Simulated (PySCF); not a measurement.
## Ionisation energy of Be by level of theory

Be [He] 2s2 (1S) → Be+ [He] 2s1 (2S), as a difference of total energies. Calculation: PySCF 2.14, in aug-cc-pVQZ-DK; the spin-free X2C one-electron Hamiltonian (Gaussian nucleus). Correlated levels: valence: 1s2 frozen. The calculations carry no spin-orbit coupling.

Q: Order these methods by the ionisation energy they give, lowest first.
A. UHF
B. SCS-MP2 (valence)
C. CCSD (valence)
D. MP2 (valence)

A: A (8.044 eV), D (8.848 eV), B (9.009 eV), C (9.296 eV).

Errors of the correlated levels include the incompleteness of this basis and the frozen core.

With two correlated electrons CCSD is exact in that space.

For comparison: 9.323 eV (measured; NIST Atomic Spectra Database, ionization energies).
